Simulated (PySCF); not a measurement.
**Optical rotation: SMILES CC=C=C(F)Cl, C4H4ClF**

Geometry (Å), atoms numbered from 1 in this order:
```xyz
10

C    -1.579   -0.304   -0.320
C    -0.504    0.561    0.254
C     0.757    0.250    0.281
C     2.011   -0.069    0.254
F     2.628   -0.745    1.241
Cl    3.099    0.342   -1.033
H    -1.167   -1.224   -0.722
H    -2.307   -0.544    0.454
H    -2.097    0.235   -1.111
H    -0.831    1.503    0.680
```

Method: TDDFT CAM-B3LYP/def2-SVPD circular dichroism and optical rotation, one conformer, gas phase (PySCF 2.14.0). Geometry: GFN2-xTB.

No stereocentre is labelled: unless the shape is locked (an allene, a helicene, a hindered biaryl), the mirror image is equally populated and a measured rotation or CD is zero.

What is the specific rotation at 633, 589.3, 546, 436, 405, 365, 355 nm?

[α] in deg dm⁻¹ (g/mL)⁻¹:
```tsv
λ (nm)	origin-invariant length gauge	modified velocity gauge	length gauge (centre of mass)	isotropic polarisability (au)
633	+146.0	+143.2	+145.4	70.4
589.3	+172.0	+168.6	+171.3	70.7
546	+205.7	+201.6	+204.8	71.2
436	+360.4	+352.4	+358.8	73.1
405	+440.0	+429.7	+438.0	74.0
365	+595.2	+579.5	+592.3	75.7
355	+648.7	+631.0	+645.6	76.2
```

And for the mirror image at 589.3 nm?

-172.0 deg dm⁻¹ (g/mL)⁻¹ (origin-invariant length gauge): the same size and the opposite sign.

What is the molar rotation [Φ] = [α]·M/100 of the geometry above at 589.3 nm?

With M = 106.52 g/mol, +183.2 deg cm² dmol⁻¹ (origin-invariant length gauge).

The first excitation lies at 4.76 eV (261 nm) with R = +1.0 × 10⁻⁴⁰ esu² cm² (velocity form).
